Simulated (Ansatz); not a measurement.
# AlBH₂+ (quartet): from Hartree-Fock to the top rungs, def2-QZVPP

One table from this session's results is given with a row withheld; the runs are named, their logs left out.

Method: def2-QZVPP, core rule «outside noble gas», up to 6 orbitals frozen; program: Ansatz 0.2.0, Gaussian basis.

The runs, in order: UHF; ROHF; CCSD(T) on UHF.

2 further runs of the same task are left out: 2 set aside as unsound or not needed.

## The geometry

The geometry is a PBE0/def2-TZVP stationary point (not a proven minimum) of the parent state, kept for this charge and spin.

4 atoms, charge 1, spin multiplicity 4.

Atoms are counted from 1 here; the program's logs count them from 0.

Bond lengths: B1–Al2 1.909 Å, B1–H3 1.183 Å, Al2–H4 1.571 Å. Angles: Al2–B1–H3 180.0°, B1–Al2–H4 180.0°.

Set-up of the first run:

File in.yaml:

```yaml
crystal:
  periodic: [false, false, false]
  atoms:
    - {symbol: B, position_ang: [0.000000, 0.000000, 1.051329]}
    - {symbol: Al, position_ang: [0.000000, 0.000000, -0.857484]}
    - {symbol: H, position_ang: [0.000000, 0.000000, 2.234417]}
    - {symbol: H, position_ang: [0.000000, 0.000000, -2.428262]}
basis:
  gaussian: {orbitals: "def2-QZVPP.json"}
total_charge: 1
magnetization: {spin_polarized: true, initial_magnetization: 3}
hamiltonian: {xc: hf}
output: {orbitals: {seedname: orbitals}}
```

On the command line:

```sh
> ansatz run in.yaml --threads 1 --pin off --events-out ev --progress --plain --max-ram 2393MiB
```

Steps of the session up to this table: UHF; ROHF; CCSD(T) on UHF.

One table of the session follows, with a row left open; its other results are not shown here.

It belongs to the step «Misses and costs». 

| method | from UCCSD(T) (kcal/mol) |
| --- | --- |
| ROHF | ? |
| UHF | +90.91 |
| UMP2 | +21.96 |
| UCCSD | +3.47 |
| UCCSD(T) | 0 |

**Question.** Estimate the row for ROHF.

**Answer.** from UCCSD(T) (kcal/mol): +91.68. In the column «from UCCSD(T) (kcal/mol)» it is the highest.
